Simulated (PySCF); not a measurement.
methanol (CH4O), SMILES CO. Atoms are numbered in the order given.

```xyz
6

C     -0.0200     0.6641     0.0000
O      0.1223    -0.7474     0.0000
H     -0.5456     1.0252     0.8926
H      0.9863     1.0847     0.0000
H     -0.5456     1.0252    -0.8926
H     -0.7537    -1.1408     0.0000
```

Coordinates come from a ωB97X-D3(BJ)/def2-TZVP optimisation.

Two levels are set side by side: PBE/pcJ-1 (PySCF) and PBE0/pcJ-1 (PySCF). One-bond couplings, all four terms, same geometry. Isotopes: 13C, 17O, 1H. Differences are taken from unrounded values.

```
quantity         PBE0    PBE  PBE minus PBE0
--------------  -----  -----  --------------
¹J(C1,H3) (Hz)  134.2  129.1            -5.1
¹J(C1,H4) (Hz)  140.9  136.7            -4.2
¹J(C1,H5) (Hz)  134.2  129.1            -5.1
```

Rough cost on one machine, each run with all the roots and properties that it gave: PBE0 against PBE within a factor of 2.
